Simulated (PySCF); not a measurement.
Structure with atom numbers: `[CH2:1]=[CH:2][CH2:3][CH2:4][CH3:5]` (H(Xn): hydrogen on atom n). Ha(C1) is cis to C3; Hb(C1) is trans to C3.

GIAO shifts from PySCF 2.14.0 with density-fitted response routines on PBE0-D3(BJ)/def2-SVP geometries (one conformer, non-relativistic, equivalent nuclei averaged), against TMS at the same level and in the same medium; PCM means IEF-PCM chloroform.

Measured (solution, not stated per compound (mostly CDCl3 or CCl4); Pretsch, Buehlmann, Badertscher, Structure Determination of Organic Compounds, 4th ed. (2009)): C3 36.2, C4 22.4, C5 13.6, H(C3) 2.02, H(C4) 1.43, H(C5) 0.91 ppm.

Which unscaled values do B97-2/pcSseg-2, gas; PBE0/pcSseg-1, PCM; WP04/pcSseg-1, PCM; wB97X-D/pcSseg-1, PCM give, and how close are they?

Results:


```
atoms  measured  B97-2/pcSseg-2, gas  PBE0/pcSseg-1, PCM  WP04/pcSseg-1, PCM  wB97X-D/pcSseg-1, PCM
   C3      36.2                 43.1                41.9                41.3                   40.6
   C4      22.4                 29.2                27.6                29.4                   27.0
   C5      13.6                 17.4                16.7                18.2                   16.7
H(C3)      2.02                 2.02                1.92                1.85                   1.87
H(C4)      1.43                 1.33                1.22                1.18                   1.19
H(C5)      0.91                 0.98                1.01                0.98                   1.01
```

Mean absolute error for ¹³C: B97-2/pcSseg-2, gas 5.8, PBE0/pcSseg-1, PCM 4.7, WP04/pcSseg-1, PCM 5.6, wB97X-D/pcSseg-1, PCM 4.0 ppm.

Mean absolute error for ¹H: B97-2/pcSseg-2, gas 0.06, PBE0/pcSseg-1, PCM 0.14, WP04/pcSseg-1, PCM 0.16, wB97X-D/pcSseg-1, PCM 0.16 ppm.
